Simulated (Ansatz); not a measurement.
**Cohesive energy of some elemental metals**

Method: HSE06 (Ansatz, an electronic-structure program, plane waves, PAW). References are measured values corrected to a static lattice or taken at low temperature (these still hold zero-point motion). The table is a random draw of 8 from 16 solids with such references.

Values in eV/atom.

```csv
solid,reference,HSE06,error (eV/atom)
bcc Li,1.67*,1.55,-0.12
fcc Ag,2.97*,2.38,-0.59
fcc Al,3.43*,3.42,-0.01
bcc K,0.94*,0.84,-0.10
hcp Mg,1.51,1.52,+0.01
bcc Cs,0.81*,0.69,-0.12
hcp Be,3.32,3.70,+0.38
fcc Cu,3.52*,3.08,-0.44
```

Over these 8 solids the mean error is -0.12 eV/atom, the mean absolute error 0.22 eV/atom (median 0.12 eV/atom), and the worst case fcc Ag at -0.59 eV/atom; the value is below the reference in 6 of 8 cases. Over all 16, from unrounded values, the mean error is -0.14 eV/atom and the mean absolute error 0.19 eV/atom (median 0.13 eV/atom).

A star marks references brought to a static lattice; the others are low-temperature values that still hold zero-point motion, which matters most for light elements.

Spin–orbit coupling is left out, also for the solids with elements from indium on (bcc Cs); its size isn't shown.

Exact exchange on metals is sensitive to the k mesh.

Differences are worked out from the printed values.

Free atoms are spin-polarised, in the lowest state found; at levels without +SOC their spin–orbit coupling is left out. Each level is taken at its own relaxed cell. Ansatz's density-functional and Hartree–Fock values are scalar-relativistic unless marked +SOC, with PAW data made under PBE.

Ansatz's runs of these crystals have no spin polarisation.

Not in this set, of the elemental metals with a reference value in our tables and a result at some level: 22 for a doubt noted on the run at HSE06; 5 for the spin–orbit terms of free Br, In, Sn, Te, I and atoms past barium, a cut that leaves lighter open-shell atoms' terms in the errors; 1 for a structure that the level left (HSE06); 1 for sources at odds. These can be a level's best or worst cases. Solids without a released value at any level aren't counted. Layered and molecular crystals are counted apart. The metals Ce to Yb are counted apart.

References as tabulated in Csonka et al. (2009), arXiv:0903.4037; Mejia-Rodriguez and Trickey (2018), arXiv:1807.09216; Kittel's textbook; Harl et al. (2010), doi:10.1103/physrevb.81.115126.
